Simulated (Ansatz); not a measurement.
**Cost against result**

Saddle point of CH4NO, doublet (CH₂O ([CH2][O]) + NH₂ → CH₄NO ([CH2][O][NH2]); bonds formed: O1–N3), PBE0-D4/def2-TZVP structure:

| atom | x (Å) | y (Å) | z (Å) |
| --- | --- | --- | --- |
| O1 | -0.5811 | -0.2314 | 0.2728 |
| C2 | -0.4416 | -0.6659 | -0.9161 |
| N3 | 0.7129 | 0.7435 | 0.7890 |
| H4 | 0.4250 | -1.2699 | -1.1890 |
| H5 | -1.1390 | -0.3379 | -1.6896 |
| H6 | 0.8966 | 0.2341 | 1.6538 |
| H7 | 0.1272 | 1.5275 | 1.0790 |

Barriers are electronic and count from the start structure reached by relaxing down the imaginary mode. Spin–orbit coupling is left out.

Program: Ansatz 0.2.0. Basis: as named in each row. Cores are frozen in the correlated methods; orbitals are unrestricted. B3LYP uses VWN-RPA correlation. Extrapolation: Hartree–Fock as exp(−7.88 √X), correlation as X^−2.97.

Times are rough, for one single point on 2 threads of a shared host (Arm Neoverse V2).

The estimate by CCSD(T) at an estimated basis limit (MP2 extrapolated from triple and quadruple zeta, plus CCSD(T) − MP2 in triple zeta) is 126.4 kJ/mol.

| method | basis | time (s) | barrier (kJ/mol) | method less estimate |
| --- | --- | --- | --- | --- |
| HF | STO-3G | under 1 | 49.5 | -76.9 |
| PBE-D4 | STO-3G | under 1 | -33.7 | -160.1 |
| SPW92 | def2-SVP | under 1 | 29.0 | -97.4 |
| B3LYP-D4 | 6-31G | under 1 | 83.8 | -42.6 |
| PBE-D4 | def2-SVP | under 1 | 69.1 | -57.3 |
| SPW92 | def2-TZVPP | under 1 | 32.2 | -94.2 |
| PBE0-D4 | def2-SVP | 1 | 99.6 | -26.8 |
| PBE-D4 | def2-TZVPP | 2 | 71.6 | -54.8 |
| BLYP-D4 | def2-TZVPP | 2 | 82.8 | -43.6 |
| PBE0-D4 | def2-TZVPP | 2 | 101.2 | -25.1 |
| B3LYP-D4 | def2-TZVPP | 2 | 105.1 | -21.3 |
| CAM-B3LYP-D4 | def2-TZVPP | 2 | 112.8 | -13.6 |
| BHLYP-D4 | def2-TZVPP | 3 | 136.0 | 9.6 |
| RPA on PBE | def2-TZVPP | 3 | 122.7 | -3.7 |
| CCSD(T) | def2-SVP | 4 | 138.5 | 12.1 |
| B2PLYP | def2-TZVPP | 4 | 124.2 | -2.2 |
| PBE-QIDH | def2-TZVPP | 4 | 133.2 | 6.8 |
| r2SCAN-D4 | def2-TZVPP | 4 | 89.0 | -37.4 |
| r2SCAN0-D4 | def2-TZVPP | 5 | 109.8 | -16.6 |
| wB97M-V | def2-SVP | 5 | 112.5 | -13.8 |
| wB97X-V | def2-TZVPP | 8 | 117.0 | -9.4 |
| B97M-V | def2-TZVPP | 8 | 102.2 | -24.2 |
| wB97M-V | def2-TZVPP | 8 | 117.2 | -9.2 |
| MP2 | def2-QZVPP | 13 | 183.5 | 57.1 |
| CCSD(T) | def2-TZVPP | 81 | 128.2 | 1.8 |

All methods are single points on the PBE0-D4 structures; a negative value means that the method puts the saddle structure below the start.

The T1 diagnostic stays at or below 0.040. ⟨S²⟩ of the unrestricted Hartree–Fock references: 0.76 to 1.04 (a pure state has 0.75). The unrestricted reference is spin-contaminated, which hurts MP2 most.

Labels in which every atom is bracketed show which atoms are joined, not bond orders.
